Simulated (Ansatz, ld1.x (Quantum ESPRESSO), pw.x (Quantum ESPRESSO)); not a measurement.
# Ir (Z = 77): one change to the TM potential, in the atom and in the bcc crystal

| Quantity | Value |
| --- | --- |
| Element | iridium (Ir) |
| Generator | ld1.x (Quantum ESPRESSO) 7.5 |
| Type | norm-conserving Troullier–Martins (Kleinman–Bylander form) |
| Functional | PBEsol |
| Relativity | scalar-relativistic |
| Frozen core | [Xe] 4f14 |
| Valence charge | 9 |
| Reference configuration | 5d7.5 6s1.5 6p0 |
| Partial waves | 6p (bound, empty): rc 2.70 bohr; 5d (bound): rc 2.15 bohr; 6s (bound): rc 2.05 bohr |
| Local potential | the s channel |
| Core correction | Bessel-smoothed model core inside 1.20 bohr |

Change: wave 6s (bound): rc 2.05 bohr becomes 6s (bound): rc 1.78 bohr.

Cutoffs, loose and tight: the cutoffs (Ry, on a coarse ladder) from which the occupation-weighted sum of valence levels, in a spherical-Bessel basis at the reference potential, stays within 10 and 1 mRy of its value at 400 Ry. They do not see the model core or the augmentation charge, which bear on the density cutoff. Test errors are all-electron minus pseudo excitation energies from the reference, over the configurations 5d7 6s2 6p0; 5d7 6s1 6p0; 5d7 6s0 6p0; 5d7 6s1 6p1; 5d7 6s0 6p1; 5d8 6s0 6p0; 5d5 6s0 6p0; variants that change the core or the reference have their own tests.

Crystal test: bcc Ir in pw.x 7.5, no spin, 15³ k-points, Fermi–Dirac smearing 0.01 Ry, cutoffs set for each file from its atomic test. The reference is all-electron LAPW (Ansatz 0.2.0) with the same functional, mesh and smearing; V0 and B0 come from Birch–Murnaghan fits to the pressures at five volumes. Errors are pseudo minus all-electron; Δ is the rms difference of the E(V) curves that follow from these fits, minima aligned, over ±6 % about the mean V0. Mesh and smearing are coarse, so the numbers serve the comparison and aren't converged zero-temperature values; the lattice is a test structure that the element need not adopt.

All-electron: a0 = 3.079 Å (V0 = 14.59 Å³/atom), B0 = 339.1 GPa.

Task: Does the change bring the crystal closer to the all-electron result?

Result: The mean pressure error goes from +11.18 to +8.00 GPa, so the change moves the solid closer to the all-electron pressures.

```tsv
quantity	base	changed
outcome (atom)	generated	generated
cutoff, loose (atom)	40 Ry	40 Ry
cutoff, tight (atom)	50 Ry	70 Ry
bound ghosts (atom)	none	none
largest test error (meV) (atom)	-801	-782
cutoffs in pw.x (Ry)	60/240	85/340
a0 (Å)	3.110	3.102
a0 error (%)	+1.02	+0.75
B0 error (%)	-2.2	-1.9
Δ (meV/atom)	33.5	24.3
mean pressure error (GPa)	+11.18	+8.00
```

Base: The largest radius (2.70 bohr) exceeds half the bond length (2.52 bohr), so the spheres overlap, which is one possible source of error among others. This is a poor potential for the solid. Changed file: The largest radius (2.70 bohr) exceeds half the bond length (2.52 bohr), so the spheres overlap, which is one possible source of error among others. This is a poor potential for the solid. The atomic cutoffs weigh occupied waves only.
